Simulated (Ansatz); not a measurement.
Input for Ansatz (development build ahead of 0.2.0):

```yaml
crystal:
  periodic: [false, false, false]
  atoms:
    - { symbol: C, position_ang: [0.0, 0.0, 0.0] }
    - { symbol: H, position_ang: [1.94393, 0.0, 1.12233] }
    - { symbol: H, position_ang: [-1.67425, 0.0, 0.96663] }
basis:
  gaussian: { orbitals: "6-31G" }
hamiltonian:
  xc: hf
correlation:
  method: fci
  frozen_orbitals: { C: 1, H: 0 }
```

The input is written out in the form of the current development build from the run's settings.

Output:

* Converged: yes
* Total energy: -38.76411 hartree
* State: lowest singlet root, of any spatial symmetry

Caution: another spin multiplicity may lie lower.
